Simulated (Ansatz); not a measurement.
Atomisation energy of organics with nitrogen, in kcal/mol, species as SMILES. Conventions: six Cartesian d functions in 6-31G* and its kin unless marked 5d; spin-orbit terms left out; non-relativistic; valence correlation only; atomisation electronic, to ground-state atoms; dispersion terms only where a functional's name holds one; UHF or UKS for open shells. CBS marks a two-point X^-3 extrapolation of the correlation energy; Hartree-Fock from the larger set. The bracket is a focal-point correction in the basis named. Ab initio and DFT rows: single points at B3LYP-D3(BJ) geometries (Ansatz, a first-principles code).

RI-MP2/CBS(aug-cc-pVTZ,aug-cc-pVQZ)+[CCSD(T)-MP2]/aug-cc-pVTZ (Ansatz) is a level with limits of its own, not a measurement.

The rows were drawn at random among computed neutral closed-shell members with both values; the withheld row is one of them. Species whose geometry shows other bonds than their SMILES are left out. No case is left out for the size of its miss. Left out are saddle points of the reference geometry, anions that the best level run finds unbound, excited spin states, species near biochemistry, cases with under five habitual levels, runs that failed or whose electronic state is in doubt, and table entries that another table contradicts. Sets whose x spans too little for a line are not fitted. A multiple bond counts once.

| species | bonds (x) | PBE/6-31G* (Ansatz) | RI-MP2/CBS(aug-cc-pVTZ,aug-cc-pVQZ)+[CCSD(T)-MP2]/aug-cc-pVTZ (Ansatz) | second minus first (y) |
|---|---|---|---|---|
| CN (CH5N) [methanamine] | 6 | 586.1 | 582.4 | -3.7 |
| C(C)#N [acetonitrile] | 5 | 634.0 | 614.4 | -19.6 |
| CCN | 9 | 888.7 | 878.3 | -10.4 |
| CNC [N-methylmethanamine] | 9 | 883.6 | 870.1 | -13.5 |
| NC=O | 5 | 586.0 | 567.2 | -18.8 |

Q: Fit the last column to a straight line in the number of bonds, and use it to estimate the value at RI-MP2/CBS(aug-cc-pVTZ,aug-cc-pVQZ)+[CCSD(T)-MP2]/aug-cc-pVTZ (Ansatz) for NC(C)=O, which has 8 bonds and 891.9 kcal/mol at PBE/6-31G* (Ansatz).

A: Means: x 6.800, y -13.200. Sums about the means: Sxx 16.8, Sxy 19.5. Slope b = Sxy/Sxx = 1.161, intercept a = mean y - b·mean x = -21.09; the rows scatter about the line by 5.44 (root mean square). Correction a + b·8 = -11.80 kcal/mol. Prediction for NC(C)=O: 880.1 kcal/mol. The value at RI-MP2/CBS(aug-cc-pVTZ,aug-cc-pVQZ)+[CCSD(T)-MP2]/aug-cc-pVTZ (Ansatz) is 867.1 kcal/mol, so the fit misses by +13.0 kcal/mol, against +24.8 kcal/mol without it. The fit is meant for species like these alone.
